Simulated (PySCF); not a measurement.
# H3O4P: the cost of one run

Computed with PySCF 2.14.0, with density-fitted response routines of our own, on a single molecule in the gas phase. Atoms are numbered from 0 throughout.

## Step 1: The starting structure

8 atoms, charge 0, multiplicity 1; geometry from: GFN2-xTB.

Bonds of the start (Å): O0–P1 1.46, P1–O2 1.60, P1–O3 1.61, P1–O4 1.58, O2–H5 0.95, O3–H6 0.95, O4–H7 0.96.

## Step 2: Optimising the geometry at PBE0-D3(BJ)/def2-SVP

Job settings and geometry (Å):

```
{"job": {"xc": "PBE0", "basis": "def2-SVP", "d3": "d3bj", "grid": 1, "kind": "geom"}, "charge": 0, "multiplicity": 1}
O      0.588595    -0.224592     1.621823
P      0.009024    -0.105934     0.290964
O     -0.541548     1.349156    -0.088589
O      1.036008    -0.431537    -0.901097
O     -1.231517    -1.029255    -0.025024
H     -0.161588     1.993579     0.504365
H      1.875176    -0.682864    -0.521588
H     -1.565094    -0.859142    -0.905418
```

Command:

```
$ OMP_NUM_THREADS=1 python probes_run.py task.json out
```

This one command runs all jobs of the session in turn.

**Question.** How long does this first job take on 1 thread of Intel Xeon Platinum 8259CL at 2.50GHz, shared host, and how much memory does it need?

About 57 s, with a peak of 0.4 GiB.
